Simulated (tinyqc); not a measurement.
RKS/BLYP in the sto-3g basis, for H2O, spin multiplicity 1, step by step. One step of it, computed by the program tinyqc.

Question. Orthogonalisation. S = U s U^T; canonical form X = U s^(-1/2), so that X^T S X = 1. Each column of U has its largest component positive (the first on a tie).

overlap S, lower triangle:
```
,1O 1s,1O 2s,1O 2px,1O 2py,1O 2pz,2H 1s,3H 1s
1O 1s,1.000000
1O 2s,0.236704,1.000000
1O 2px,0.000000,0.000000,1.000000
1O 2py,0.000000,0.000000,0.000000,1.000000
1O 2pz,0.000000,0.000000,0.000000,0.000000,1.000000
2H 1s,0.021907,0.262297,0.000000,0.191968,0.160440,1.000000
3H 1s,0.021907,0.262297,0.000000,-0.191968,0.160440,0.108310,1.000000
```

Give: eigenvalues of S; X.

Answer.

eigenvalues of S: 0.569  0.669  0.887  1.000  1.110  1.223  1.542

X:
```
,1,2,3,4,5,6,7
1O 1s,-0.441,0.000,0.672,0.000,0.599,0.000,0.242
1O 2s,0.902,0.000,-0.275,0.000,0.315,0.000,0.483
1O 2px,0.000,0.000,0.000,1.000,0.000,0.000,0.000
1O 2py,0.000,0.775,0.000,0.000,0.000,0.699,0.000
1O 2pz,0.403,0.000,0.694,0.000,-0.599,0.000,0.231
2H 1s,-0.541,-0.668,-0.244,0.000,-0.205,0.406,0.390
3H 1s,-0.541,0.668,-0.244,0.000,-0.205,-0.406,0.390
```
